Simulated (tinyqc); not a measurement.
Starting guesses with plain Roothaan steps: SCF starting guesses in the sto-6g basis, for BH2+, spin multiplicity 1. Computed by the program tinyqc with PySCF. 

Geometry (angstrom):
```
atom,x,y,z
B,0.0000,0.0000,0.0000
H,0.0000,1.3280,0.5560
H,0.0000,-1.3800,0.5770
```

lowest restricted solution found by these runs and by PySCF = -25.331557 hartree

RHF with one setting changed at a time; a run stops when the energy changes by less than 1e-09 hartree and the error matrix is below 1e-5. Starts: the lowest orbitals of the core Hamiltonian, of the Wolfsberg-Helmholz matrix (K = 1.75), projected atomic densities, random orbitals, and the highest orbitals of the core Hamiltonian (a deliberately bad start).

Largest element of the error matrix X^T (FDS - SDF) X:
```
iteration,core,Wolfsberg-Helmholz,atomic densities,random,highest core orbitals
1,4.8e-01,2.9e-01,3.0e-01,5.1e+00,1.2e-01
2,6.6e-02,6.4e-02,6.8e-02,3.7e-01,3.3e-01
3,2.2e-02,2.5e-02,2.2e-02,3.4e-01,3.8e-01
4,7.4e-03,9.4e-03,7.7e-03,2.6e-02,4.4e-02
5,2.6e-03,3.5e-03,2.8e-03,6.4e-03,1.2e-02
6,9.2e-04,1.3e-03,1.0e-03,1.9e-03,3.7e-03
8,1.4e-04,2.1e-04,1.4e-04,3.3e-04,4.0e-04
10,4.1e-05,6.7e-05,2.1e-05,1.2e-04,5.5e-05
14,-,8.9e-06,-,1.6e-05,7.3e-06
```

How each run ends:
```
run,iterations,E (hartree),state
core,13,-25.33156,lowest found
Wolfsberg-Helmholz,14,-25.33156,lowest found
atomic densities,12,-25.33156,lowest found
random,16,-25.33156,lowest found
highest core orbitals,14,-25.33156,lowest found
```

5 of 5 runs reach the lowest restricted solution found, in 12 to 16 iterations (fastest: atomic densities). The first errors are 5e-01, 3e-01, 3e-01, 5e+00, 1e-01; the deliberately bad start has the smallest one, so a small first error does not mark a good start.
